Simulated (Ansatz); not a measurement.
We consider CsCl-type TlCl, described by PBE (PAW; Ansatz, a quantum-chemistry and plane-wave program).

Numerical settings: plane-wave cutoff 520 eV, 10×10×10 k mesh, Fermi–Dirac smearing 0.01 eV, scalar-relativistic PAW data made under PBE.

The cell has the measured lattice: a = b = c = 3.842 Å, α = β = γ = 90.00°.

Problem. What does this level give for the band gap and direct gap at Γ?

Solution. 
- band gap: 2.09 eV
- direct gap at Γ: 9.30 eV

Note: cell and atoms aren't relaxed at this level (pressure 1.1 GPa).

Spin–orbit coupling is not included; with these elements it can move the gap by several tenths of an eV or more.

The computed numbers hold no vibrational or temperature effects.
